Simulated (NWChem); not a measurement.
## Correlation energy of C (-1)

SMILES: [C-]
```xyz
1

C      0.0000     0.0000     0.0000
```
Charge -1, spin multiplicity 4.

The numbers come from NWChem runs, not from measurements.

Basis set: def2-SVPD. Each correlation energy counts from its own Hartree-Fock reference.

| method | correlation energy (mHa) |
|---|---|
| UMP2 | -71.7 |
| CCSD[T] on UHF | -90.5 |
| CCSD(T) on ROHF | -94.6 |
| CCSD on ROHF | -92.2 |
| CCSD(T) on UHF | -90.5 |
| CCSD on UHF | -88.5 |
| CCSD[T] on ROHF | -94.6 |
| SCS-UMP2 | -66.9 |
| CCSDT on ROHF | -94.8 |

The values span 28.0 mHa, from CCSDT on ROHF (lowest) to SCS-UMP2 (highest). 

The correlated methods keep 1 core orbital frozen. The stability of the SCF solutions was not checked. Open-shell Hartree-Fock references start from PBE0 orbitals. Coupled-cluster values serve here as a point of comparison, not as the truth.
